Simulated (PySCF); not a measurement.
# AlP: bond curves at several levels of theory

One table from this session's results is given with a row withheld; the runs are named, their logs left out.

Method: Al def2-TZVPPD, P def2-TZVPPD, no relativity; program: PySCF 2.14.0.

Set-up of the first run:

Settings of the job:

```
atoms                         : Al, P
charge                        : 0
basis                         : Al def2-TZVPPD, P def2-TZVPPD
Hamiltonian                   : no relativity
basis functions               : 96
electrons treated             : 28
masses in u                   : 26.9815, 30.9738
levels                        : PBE0, PBE, r²SCAN, M06, PW91, M06-2X, BP86, MN15, ωB97X, HF, MP2, SCS-MP2, CCSD, CCSD(T)
grid                          : 80 radial by 434 angular points
occupations                   : held fixed by the projection of orbital angular momentum
dissociation limit            : Al + P, each in its ground configuration
starting distance in angstrom : 2.260
values of 2S to try           : 0, 2, 4
```

Run with:

```sh
$ OMP_NUM_THREADS=2 python dia.py task.json out
```

Steps of the session up to this table: Input; First curve: PBE0; Other states along the same grid; PBE; r²SCAN (meta-GGA); M06 (hybrid meta-GGA); PW91; M06-2X (hybrid meta-GGA); BP86; MN15 (hybrid meta-GGA); ωB97X; ROHF; Correlated methods on the Hartree–Fock reference.

One of the session's tables, all rows but one given; the rest of the session is left out.

Energy (eV) from each level's lowest point:

| R (Å) | ROHF | ROHF-MP2 | ROHF-SCS-MP2 | ROHF-CCSD | ROHF-CCSD(T) |
| --- | --- | --- | --- | --- | --- |
| 1.905 | 0.844 | 1.000 | 1.031 | n/a | n/a |
| 1.994 | 0.356 | 0.454 | 0.483 | 0.457 | 0.460 |
| 2.082 | 0.108 | 0.140 | 0.164 | 0.160 | 0.154 |
| 2.148 | ? | ? | ? | ? | ? |
| 2.215 | 0.001 | 0.000 | 0.000 | 0.000 | 0.000 |
| 2.281 | 0.000 | 0.072 | 0.060 | 0.009 | 0.015 |
| 2.370 | 0.039 | 0.198 | 0.175 | 0.082 | 0.093 |
| 2.481 | 0.144 | 0.387 | 0.353 | 0.236 | 0.252 |
| 2.614 | 0.324 | 0.644 | 0.602 | 0.471 | 0.492 |
| 2.791 | 0.614 | 1.012 | 0.960 | n/a | n/a |

Estimate the missing values for R (Å) = 2.148.

Worked estimate for «ROHF». A straight line through the neighbours (2.082, 0.108) and (2.215, 0.001) gives 0.108 + (0.001 − 0.108) × (2.148 − 2.082) / (2.215 − 2.082) = 0.055; a parabola fitted to 4 rows on both sides gives 0.022.

As computed: ROHF: 0.030; ROHF-MP2: 0.015; ROHF-SCS-MP2: 0.030; ROHF-CCSD: 0.047; ROHF-CCSD(T): 0.040. In «ROHF» the line misses by +0.025 and the parabola by -0.008.
